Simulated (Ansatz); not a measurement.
Basis-set series for CH5Si (`[CH2][SiH3]`) radical. The species carries charge 0 and has multiplicity 2. All single points use the PBE0-D4/def2-TZVP geometry.

| functional | basis | functions | energy (Eh) | HOMO (eV) | LUMO (eV) |
| --- | --- | --- | --- | --- | --- |
| PBE0-D4 | def2-TZVPP | 143 | -330.38557 | -7.03 | -2.33 |
| PBE0-D4 | def2-QZVPP | 277 | -330.39802 | -7.04 | -2.37 |
| ωB97M-V | def2-TZVPP | 143 | -330.49981 | -9.07 | -0.49 |
| ωB97M-V | def2-QZVPP | 277 | -330.51144 | -9.07 | -0.56 |

(1) Give the rows for def2-SVP. (An estimate is asked.)

Answers

(1) Ansatz gave: 
| functional | basis | functions | energy (Eh) | HOMO (eV) | LUMO (eV) |
| --- | --- | --- | --- | --- | --- |
| PBE0-D4 | def2-SVP | 57 | -330.23742 | -6.98 | -2.14 |
| ωB97M-V | def2-SVP | 57 | -330.34661 | -8.99 | -0.15 |

HOMO and LUMO are taken over both spins.
